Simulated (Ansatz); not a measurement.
# OPSi: the cost of one run

Computed with Ansatz 0.2.0, Gaussian basis. Level: def2-QZVPP, core rule «outside noble gas», up to 11 orbitals frozen.

The runs, in order: UHF; ROHF; CCSD(T) on UHF.

**1. What is computed**

The geometry is a PBE0/def2-TZVP stationary point (not a proven minimum) of the parent state, kept for this charge and spin.

3 atoms, charge 0, spin multiplicity 6.

Atoms are counted from 1 here; the program's logs count them from 0.

Bond lengths: O1–P2 1.484 Å, P2–Si3 2.271 Å. Angles: O1–P2–Si3 116.0°.

As a file:

```xyz
3
OPSi
O     0.00000   -0.62199    1.60323
P     0.00000    0.47355    0.60147
Si    0.00000   -0.16792   -1.57664
```

**2. UHF**

File in.yaml:

```yaml
crystal:
  periodic: [false, false, false]
  atoms:
    - {symbol: O, position_ang: [0.000000, -0.621986, 1.603231]}
    - {symbol: P, position_ang: [0.000000, 0.473546, 0.601473]}
    - {symbol: Si, position_ang: [0.000000, -0.167920, -1.576637]}
basis:
  gaussian: {orbitals: "def2-QZVPP.json"}
magnetization: {spin_polarized: true, initial_magnetization: 5}
hamiltonian: {xc: hf}
output: {orbitals: {seedname: orbitals}}
```

The run is started by

```bash
$ ansatz run in.yaml --threads 1 --pin off --events-out ev --progress --plain --max-ram 2393MiB
```

**Question.** How long does this run take on 1 thread of Intel Xeon 6975P-C, shared host, and how much memory does it need?

About 18 s, with a peak of 0.57 GiB.
